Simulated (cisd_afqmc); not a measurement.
Input (AFQMC/CISD/cc-pV(D+d)Z; cisd_afqmc is a phaseless AFQMC code with CISD trial states that reads the integrals written by Ansatz): A basis named .json is the Basis Set Exchange file of that set.

Ansatz 0.2 input:
```python
import cisd_afqmc

open("ham.yaml", "w").write("""\
crystal:
  periodic: [false, false, false]
  atoms:
    - {symbol: O, position_ang: [-0.00000000, -0.00000000, -0.99326010]}
    - {symbol: S, position_ang: [0.00000000, 0.00000000, 0.49663005]}
basis:
  gaussian:
    orbitals: cc-pV_D+d_Z.json
magnetization: {spin_polarized: true, initial_magnetization: 2}
correlation: {method: ccsd, electrons: outside_noble_gas, hamiltonian_folder: ham}
""")
rep = cisd_afqmc.ansatz("ham.yaml")
e_ccsd = rep["correlation"]["coupled_cluster"]["energy"]["hartree"]
out = cisd_afqmc.run("ham", e_ccsd, trial="CISD", walkers=200, populations=8, threads=8, dt=0.005, steps=40, early=24, settle=10, least=32,
    cut=5e-5, rank_cut=2e-4, target=0.0004, seconds=1500, seed=1, memory=17280, gpu=False)
```

Output:

```
orbitals 31, occupied [7, 5], factors 169 of 357, rank of the doubles 177 of 298
E(HF) = -472.356811
E(CCSD) on the cut factors = -472.663613, shift to the whole factors -0.000005
Energy of the trial state on the determinant = -472.663638
  tau behind 7.2 of longer steps, mean of the populations' last blocks
   2.0  -472.67481
   4.0  -472.67522
   6.0  -472.67419
   8.0  -472.67382
blocks 364 (1 outliers left out), error by blocks joined: 1: 0.00022, 2: 0.00025, 4: 0.00030, 8: 0.00036, 16: 0.00040
E(AFQMC/CISD) = -472.67452 +/- 0.00040
```

The determinant is spin-contaminated: <S^2> is 2.04, 0.04 over the pure value.
